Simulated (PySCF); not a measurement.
Computed spin Hamiltonian

Species: C₃H₈N (doublet state).
Z-matrix (Å and degrees, PBE0-D3(BJ)/def2-SVP geometry), rows numbered from 1:
```
C 
C   1  1.5193
C   2  1.5240  1  113.39
N   3  1.4282  2  118.05  1   179.93
H   1  1.1020  2  111.31  3    60.06
H   1  1.1020  2  111.27  3   -59.60
H   1  1.1001  2  111.67  3  -179.75
H   2  1.1047  1  109.88  3  -121.80
H   2  1.1046  1  109.84  3   121.75
H   3  1.1122  2  109.94  1   -56.45
H   3  1.1113  2  110.06  1    55.95
H   4  1.0308  3  107.80  2     2.52
```

The hyperfine couplings belong to this conformer and change with its torsions.

The species is `CCC[NH]` [radical].

Level of theory: UKS B3LYP, IGLO-III on C N, pcH-1 on H, non-relativistic, mean-field spin-orbit, GIAO in PySCF. Geometry: PBE0-D3(BJ)/def2-SVP, one conformer, isolated molecule. The SCF solution wasn't tested for stability.

```
g1, g2, g3                      : 2.00213, 2.00389, 2.00707
g_iso                           : 2.00436
Form of g                       : rhombic: the two nearest values differ by 36 % of g3 − g1
⟨S²⟩                            : 0.7540 (exact 0.7500)
α and β electrons               : 17, 16
HOMO–LUMO gap, α and β orbitals : 8.20, 4.72 eV
Basis functions                 : 220
```

Hyperfine couplings atom by atom, in MHz; T1 to T3 are the principal values of the dipolar part:

```
atom  isotope  a_iso     T1     T2    T3  Mulliken spin population
  C1      13C   -1.4   -0.5    0.0   0.5                      0.00
  C2      13C   -2.1   -1.0   -0.8   1.8                      0.01
  C3      13C  -34.1   -4.9    1.5   3.4                     -0.10
  N4      14N   30.7  -42.5  -41.7  84.2                      1.00
  H5       1H    1.0   -1.3   -1.1   2.4                      0.00
  H6       1H    1.0   -1.3   -1.1   2.4                      0.00
  H7       1H   -0.5   -0.8   -0.7   1.5                      0.00
  H8       1H   -1.2   -3.2   -3.0   6.2                      0.00
  H9       1H   -1.2   -3.2   -3.0   6.2                      0.00
 H10       1H  160.8   -7.2   -3.6  10.8                      0.07
 H11       1H  144.8   -7.0   -3.7  10.8                      0.07
 H12       1H  -60.7  -51.4   -7.4  58.9                     -0.04
```

The largest Mulliken spin populations are on N4 (+1.00), C3 (-0.10), H10 (+0.07) and H11 (+0.07). N4 is the only atom above +0.15. The positive populations add up to 1.14 and the negative ones to -0.14, together 2S = 1.

Under fast tumbling the dipolar parts average out, and these isotropic splittings remain: 2 × 1H (H10/H11, I = 1/2, 3 lines) with 5.45 mT, 1 × 1H (H12, I = 1/2, 2 lines) with 2.16 mT, 1 × 14N (N4, I = 1, 3 lines) with 1.09 mT and 2 × 1H (H8/H9, I = 1/2, 3 lines) with 0.04 mT.

Nuclei that the bonding pattern makes equivalent are averaged, as if the motion that swaps them (rotation, inversion, ring flip) were fast. The 1H value of +152.8 MHz is a mean of couplings from 144.8 to 160.8 MHz in this one geometry, not an average over conformers.

The 13C coupling of C3 (-34.1 MHz) shows only in satellite lines or after enrichment, since that isotope makes up about 1.07 % of natural carbon.

Examples of negative spin density at the nucleus (bohr⁻³): C3 (-0.0304), H12 (-0.0136) and C2 (-0.0019).

Hardware: one thread of an Arm Neoverse V1 (shared host). Cost: 20 s wall.
